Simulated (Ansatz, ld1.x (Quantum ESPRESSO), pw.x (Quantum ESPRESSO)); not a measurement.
# Equation-of-state test of one TM potential (Sc (Z = 21))

| Quantity | Value |
| --- | --- |
| Element | Sc |
| Generator | ld1.x (Quantum ESPRESSO) 7.5 |
| Type | norm-conserving Troullier–Martins (Kleinman–Bylander form) |
| Functional | PBEsol |
| Relativity | scalar-relativistic |
| Frozen core | [Ar] |
| Valence charge | 3 |
| Reference configuration | 3d1 4s2 4p0 |
| Partial waves | 4s (bound): rc 3.00 bohr; 4p (bound, empty): rc 2.85 bohr; 3d (bound): rc 1.70 bohr |
| Local potential | all-electron potential smoothed inside 2.55 bohr (lloc = -1) |
| Core correction | Bessel-smoothed model core inside 1.05 bohr |

Atomic tests: cutoffs needed: 55 Ry and 70 Ry (the cutoffs (Ry, on a coarse ladder) from which the occupation-weighted sum of valence levels, in a spherical-Bessel basis at the reference potential, stays within 10 and 1 mRy of its value at 400 Ry); ghost test: no extra level below or beside the all-electron valence levels (s, p, d, f tested) (spherical-Bessel basis up to 400 Ry, 20 bohr box); largest excitation error: -235 meV (all-electron minus pseudo) for 3d0 4s2 4p1, out of 7 test configurations.

Crystal test: diamond Sc in pw.x 7.5, no spin, 8³ k-points, Fermi–Dirac smearing 0.01 Ry, cutoffs 85/340 Ry. The reference is all-electron LAPW (Ansatz 0.2.0) with the same functional, mesh and smearing; V0 and B0 come from Birch–Murnaghan fits to the pressures at five volumes. Errors are pseudo minus all-electron; Δ is the rms difference of the E(V) curves that follow from these fits, minima aligned, over ±6 % about the mean V0. Mesh and smearing are coarse, so the numbers serve the comparison and aren't converged zero-temperature values; the lattice is a test structure that the element need not adopt.

All-electron: a0 = 6.354 Å (V0 = 32.07 Å³/atom), B0 = 9.5 GPa.

**Question.** How far does the potential miss the all-electron equation of state?

**Answer.** mean pressure error (GPa): +0.56. The pressure does not cross zero within the volumes sampled, so no fit is given. The largest radius (3.00 bohr) exceeds half the bond length (2.60 bohr), so the spheres overlap, which is one possible source of error among others. This is a poor potential for the solid. The logarithmic derivative shows an extra or strongly shifted pseudo pole above the reference energy (s near 0.50 Ry).

```json
{"V (Å³/atom)": "30.485", "P all-electron (GPa)": "0.52", "P pseudo (GPa)": "1.12"}
{"V (Å³/atom)": "31.288", "P all-electron (GPa)": "0.24", "P pseudo (GPa)": "0.83"}
{"V (Å³/atom)": "32.090", "P all-electron (GPa)": "-0.01", "P pseudo (GPa)": "0.56"}
{"V (Å³/atom)": "32.892", "P all-electron (GPa)": "-0.23", "P pseudo (GPa)": "0.32"}
{"V (Å³/atom)": "33.694", "P all-electron (GPa)": "-0.43", "P pseudo (GPa)": "0.09"}
```

**Question.** At the middle volume, how do free energy and pressure move when the wave cutoff is lowered (ecutrho kept at four times it)?

**Answer.**

```json
{"cutoff (Ry)": "38", "shift of F (meV/atom)": "+1534.4", "shift of P (GPa)": "-17.63"}
{"cutoff (Ry)": "51", "shift of F (meV/atom)": "+273.5", "shift of P (GPa)": "-6.78"}
{"cutoff (Ry)": "68", "shift of F (meV/atom)": "+10.5", "shift of P (GPa)": "-0.56"}
```

The run at the middle volume (29 k-points, 10 iterations) took about 30 s on one core of a shared host (Intel(R) Xeon(R) Platinum 8488C, 192 threads, 744 GiB, load 82).
